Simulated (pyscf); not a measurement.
`[O]=[Nb]([Cl])([Cl])[Cl]` + `[H][H]` → `[OH][NbH]([Cl])([Cl])[Cl]` (addition across a multiple bond or ene-type step; singlet surface; H–H broken, H–O, H–Nb formed). PySCF, gas phase, ωB97X-D3(BJ)/def2-SVP geometries. Energies in eV from the separated reactants.

| level | barrier | reaction energy |
|---|---|---|
| ωB97X-D3(BJ)/def2-TZVP | 1.76 | +0.71 |
| PBE/def2-TZVP | 1.56 | +0.77 |
| r²SCAN/def2-TZVP | 1.60 | +0.72 |
| B3LYP-D3(BJ)/def2-TZVP | … | +0.70 |
| M06-2X/def2-TZVP | … | … |
| ωB97M-D3(BJ)/def2-TZVP | 1.75 | +0.68 |

Question: Fill in the missing entries.

Answer: 
- B3LYP-D3(BJ)/def2-TZVP, barrier: 1.73
- M06-2X/def2-TZVP, barrier: 1.82
- M06-2X/def2-TZVP, reaction energy: +0.69

The functionals in the table span 0.26 eV in this barrier, from PBE to M06-2X. At the saddle there is also a short H–Nb contact that neither side keeps. This is the saddle that the search found; another between the same sides may lie lower. Elements past Kr carry the def2 core potentials, without spin-orbit coupling.
